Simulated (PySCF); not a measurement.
Identify the unknown among the candidates.

All candidates are C3H4O3.

| technique | computed result |
| --- | --- |
| UV, first state | lowest singlet excitation: 5.06 eV (245 nm, f = 0.002) [TDDFT PBE0/def2-SVPD] |
| 1H NMR | chemical shifts (computed TMS as zero) by class: 7.91 (1 H), 2.08 (3 H) ppm [GIAO CAM-B3LYP/pcSseg-2] |
| Rotational structure | rotational constants A, B, C: 8.273, 2.690, 2.197 GHz [PBE0-D3(BJ)/def2-SVP] |
| Couplings | largest of the computed one-bond spin–spin couplings (means over like bonds): 13C–1H +245.3, 13C–1H +137.7 (×3), 13C–13C +66.9, 17O–13C +42.1, 17O–13C +40.5, 17O–13C +29.5, 17O–13C +29.1 Hz [B3LYP/pcJ-1, spin–dipole term left out] |
| XPS | C1s 291.9, C1s 295.5, C1s 295.5, O1s 538.5, O1s 538.8, O1s 540.2 eV [ΔSCF SCAN, pcX-2 on the ionised atom, pcseg-1 elsewhere, spin-free X2C] |
| Valence photoelectron | vertical ionisation energy: 10.56 eV [ΔSCF PBE0/def2-SVPD] |
| 13C NMR | chemical shifts (computed TMS as zero) by class: 176.5 (1 C), 164.5 (1 C), 23.5 (1 C) ppm [GIAO CAM-B3LYP/pcSseg-2] |
| NMR, other nuclei | isotropic shieldings of nuclei other than C and H, by class: -170 (1 O), -163 (1 O), 11 (1 O) ppm [GIAO CAM-B3LYP/pcSseg-2] |
| UV, strongest line | among the 10 lowest singlet transitions: S6 at 7.83 eV (158 nm, f = 0.070) [TDDFT PBE0/def2-SVPD] |

The electronic properties come from PySCF, for the isolated species, density fitting. Levels stand in brackets. Geometry: PBE0-D3(BJ)/def2-SVP, one conformer, isolated molecule. Each NMR value is the plain mean over a class of atoms that symmetry, rotation or inversion makes alike.

Task: Which candidate is it?
A. `O=C1OCCO1`
B. `O=C(O)[C@@H]1CO1`
C. `CC(=O)OC=O`
D. `O=CO[C@H]1CO1`

Result: C. It is `CC(=O)OC=O`. Numbering: `[CH3:1][C:2](=[O:3])[O:4][CH:5]=[O:6]`. Its formula, C3H4O3, gives 2 degrees of unsaturation: 0 rings and 2 π bonds in the structure found. 3 carbons fall into 3 classes; from least to most shielded: anhydride carbonyl carbon [C2] (176.5 ppm), anhydride carbonyl carbon [C5] (164.5 ppm), methyl carbon next to a carbonyl [C1] (23.5 ppm). Hydrogen classes from least to most shielded: 1 H on an anhydride carbonyl carbon, C5 (7.91 ppm), 3 H on a methyl carbon next to a carbonyl, C1 (2.08 ppm). The other shieldings belong to: -170 ppm, anhydride carbonyl oxygen [O3]; -163 ppm, anhydride carbonyl oxygen [O6]; 11 ppm, anhydride bridging oxygen [O4]. The couplings run between: +245.3 Hz, anhydride carbonyl carbon [C5] and its hydrogen; +137.7 Hz, methyl carbon next to a carbonyl [C1] and its hydrogen (with 2 like pairs); +66.9 Hz, methyl carbon next to a carbonyl [C1] and anhydride carbonyl carbon [C2]; +42.1 Hz, anhydride bridging oxygen [O4] and anhydride carbonyl carbon [C5]; +40.5 Hz, anhydride bridging oxygen [O4] and anhydride carbonyl carbon [C2]; +29.5 Hz, anhydride carbonyl oxygen [O6] and anhydride carbonyl carbon [C5]; +29.1 Hz, anhydride carbonyl oxygen [O3] and anhydride carbonyl carbon [C2]. The core levels belong to: C1s 291.9 eV, methyl carbon next to a carbonyl [C1]; C1s 295.5 eV, anhydride carbonyl carbon [C2]; C1s 295.5 eV, anhydride carbonyl carbon [C5]; O1s 538.5 eV, anhydride carbonyl oxygen [O3]; O1s 538.8 eV, anhydride carbonyl oxygen [O6]; O1s 540.2 eV, anhydride bridging oxygen [O4]. The hole state at 295.5 eV has ⟨S²⟩ = 0.83 against 0.75, so that value is less sure. S1 is mainly HOMO→LUMO (weight 0.94); the largest Löwdin shares of the orbital it empties are 0.38 on an anhydride carbonyl oxygen, 0.30 on an anhydride carbonyl oxygen, 0.07 on the anhydride bridging oxygen and 0.07 on an anhydride carbonyl carbon, of the orbital it fills 0.23 on an anhydride carbonyl carbon, 0.19 on an anhydride carbonyl oxygen, 0.19 on an anhydride carbonyl carbon and 0.17 on an anhydride carbonyl oxygen. The optimised geometry has point group C1 and is an asymmetric top.

The others, at the same levels:
- `O=CO[C@H]1CO1` fails: its computed core binding energies are C1s 292.9, C1s 294.3, C1s 295.2, O1s 538.5, O1s 539.2, O1s 540.2 eV, lowest singlet excitation is 5.85 eV (212 nm, f = 0.002) (against 5.06 eV) and vertical ionisation energy is 10.73 eV (against 10.56 eV).
- `O=C1OCCO1` fails: its computed core binding energies are C1s 293.5 (×2), C1s 296.2, O1s 538.0, O1s 540.1 (×2) eV and smallest rotational constant is 2.746 GHz (against 2.197 GHz).
- `O=C(O)[C@@H]1CO1` fails: its computed lowest singlet excitation is 5.61 eV (221 nm, f = 0.000) (against 5.06 eV) and smallest rotational constant is 2.461 GHz (against 2.197 GHz).

Each candidate is one conformer, not necessarily the lowest. Dipoles, sizes and rotational constants follow the conformer. The torsions of the flexible species, by atom-mapped SMILES:
- `[CH3:1][C:2](=[O:3])[O:4][CH:5]=[O:6]`: C1–C2–O4–C5 155°, C2–O4–C5–O6 -21°
- `[O:1]=[CH:2][O:3][C@H:4]1[CH2:5][O:6]1`: O1–C2–O3–C4 -2°, C2–O3–C4–C5 177°
- `[O:1]=[C:2]([OH:3])[C@@H:4]1[CH2:5][O:6]1`: O1–C2–C4–C5 -136°, H–O3–C2–O1 0°
